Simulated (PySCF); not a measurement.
## Calculated properties of trans-1,2-difluoroethene, `F/C=C/F`

Species: trans-1,2-difluoroethene, C₂H₂F₂.
Structure used (GFN2-xTB), in Å, numbered top down from 1:
```xyz
6
C2H2F2 angstrom
F      1.6225   -0.6982    0.0149
C      0.6308    0.1956   -0.0132
C     -0.6294   -0.1963    0.0062
F     -1.6186    0.7004   -0.0241
H      0.9707    1.2192   -0.0518
H     -0.9729   -1.2187    0.0464
```

Structural features include: C=C double bond and C–F bond.

**GFN2-xTB geometry**

```yaml
Point_group_of_the_GFN2-xTB_geometry: C2h
Rotational_constants_A_B_C_of_the_GFN2-xTB_geometry: 58.447, 4.040, 3.779 GHz
```

From PBE0/pcSseg-1 ground state and GIAO shieldings, non-relativistic (PySCF):

```yaml
Dipole_moment: 0.00 D by symmetry (numerical residue 0.01 D)
HOMO_energy: -7.57 eV
LUMO_energy: 0.36 eV
HOMO–LUMO_gap: 7.93 eV
Lowest_Hirshfeld_atomic_charge: -0.08 e on F1/F4
Highest_Hirshfeld_atomic_charge: +0.07 e on H6
13C_chemical_shifts_computed_TMS_as_zero_by_class: 154.5 (C2/C3) ppm
1H_chemical_shifts_computed_TMS_as_zero_by_class: 7.67 (H5/H6) ppm
Isotropic_shieldings_of_nuclei_other_than_C_and_H_by_class: 364 (F1/F4) ppm
Mayer_bond_orders_between_heavy_atoms: F1–C2 0.95, C2–C3 1.85, C3–F4 0.95
```

From B3LYP/pcJ-1 indirect spin-spin coupling, non-relativistic, gas phase (PySCF):

```yaml
Largest_of_the_computed_one-bond_spin–spin_couplings_means_over_like_bonds: 19F–13C -318.5 (F1–C2 and 1 like it), 13C–1H +205.4 (C2–H5 and 1 like it), 13C–13C +124.7 (C2–C3) Hz
```

Monoisotopic mass from the formula: 64.0125 u.

The rotational constants make it an asymmetric top with κ = (2B − A − C)/(A − C) = -0.99, nearer the prolate limit (−1). Point group C2h forbids a permanent dipole, so the rigid molecule has no electric-dipole pure rotational spectrum. With B = h/(8π²I), that is 505.379 GHz u Å² over I, the principal moments of inertia are 8.6, 125.1 and 133.7 u Å² (most abundant isotopes).

For the spin–spin coupling job (B3LYP/pcJ-1), time: 4.4 s wall. Hardware: x86-64 server, one thread (shared host).
